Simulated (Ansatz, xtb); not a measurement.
# Two isomers of C2H7N+

Structure a: the doublet with the links of `[CH2][NH2+]C`. Structure b: the doublet with the links of `C[CH][NH3+]`. Both are isolated ions in the gas phase, relaxed with r2SCAN-D4/def2-SVP; the shapes shown needn't be the lowest conformers.

a (Å):

```yaml
atoms:
  - { symbol: C, position_ang: [1.2890, -0.3655, -0.9526] }
  - { symbol: C, position_ang: [-0.1869, 0.5746, 0.8354] }
  - { symbol: N, position_ang: [0.9667, 0.7883, -0.1251] }
  - { symbol: H, position_ang: [0.6935, -0.5084, -1.8549] }
  - { symbol: H, position_ang: [1.9336, -1.1262, -0.5110] }
  - { symbol: H, position_ang: [0.7490, 1.5963, -0.7280] }
  - { symbol: H, position_ang: [1.7988, 1.0694, 0.4156] }
  - { symbol: H, position_ang: [0.0750, -0.2535, 1.5045] }
  - { symbol: H, position_ang: [-0.3405, 1.5012, 1.4033] }
  - { symbol: H, position_ang: [-1.0785, 0.3255, 0.2479] }
```

b (Å):

```xyz
10

C     1.6157   -0.0290   -0.6301
C     0.8729    0.8332    0.3016
N    -0.5121    0.4576    0.6443
H     2.6715    0.2759   -0.6453
H     1.5731   -1.0954   -0.3477
H     1.2440    0.0541   -1.6723
H     1.1112    1.8736    0.5354
H    -1.1919    0.6846   -0.1056
H    -0.8412    0.9373    1.4954
H    -0.5969   -0.5575    0.8138
```

Energies in hartree; the thermal terms are from r2SCAN-D4/def2-SVP harmonic frequencies (ideal gas, rigid rotor, one conformer each, 298.15 K, 1 atm) and include the zero-point energy:

|  | a | b |
| --- | --- | --- |
| E, CCSD(T)/def2-SVP | −134.366294 | −134.377314 |
| E, MP2/def2-SVP | −134.308365 | −134.320078 |
| E, MP2/def2-TZVPP | −134.556925 | −134.568497 |
| zero-point energy | 0.091996 | 0.091466 |
| H(298 K) − E | 0.097830 | 0.097481 |
| G(298 K) − E | 0.065257 | 0.064396 |

Problem. Correct the CCSD(T) difference for the basis set by the MP2 change, then work out ΔE, ΔE₀, ΔH and ΔG for a → b in kcal/mol (1 Eh = 627.51 kcal/mol) and the equilibrium ratio [b]/[a].

Solution. 1. Differences b − a: CCSD(T) −0.011020, MP2 in the small set −0.011713, MP2 in the large set −0.011572 Eh.
2. ΔE = −0.011020 + (−0.011572 − (−0.011713)) = −0.010879 Eh = −6.83 kcal/mol.
3. ΔE₀ = ΔE + ΔZPE = −0.010879 + (−0.000530) Eh = −7.16 kcal/mol.
4. ΔH = ΔE + (−0.000349) Eh = −7.05 kcal/mol.
5. ΔG = ΔE + (−0.000861) Eh = −7.37 kcal/mol, so ΔS = (ΔH − ΔG)/T = +4.5 J/(mol K).
6. kT = 0.9442 mEh, so K = [b]/[a] = exp(−ΔG/kT) = exp(+12.43) ≈ 2.5 × 10^5.

Structure b is favoured at this temperature. An error of 1 kcal/mol in ΔG would change K by a factor of 5.4. Mirror images and further conformers aren't counted.

As drawn, b has 1 C–C, 1 N–H in place of 1 C–N, 1 C–H.

Other levels gave ΔE = −6.8 (GFN2-xTB); −2.8 (HF/STO-3G, GFN2-xTB geometries); −9.0 (r2SCAN-D4/def2-SVP//GFN2-xTB); −9.4 (r2SCAN-D4/def2-SVP); −5.5 (HF/def2-SVP); −7.4 (MP2/def2-SVP); −6.9 (CCSD(T)/def2-SVP) kcal/mol. Open shells are spin-unrestricted. The correlated steps freeze 3 core orbitals. Programs: Ansatz 0.2.0, xtb 6.7.1.
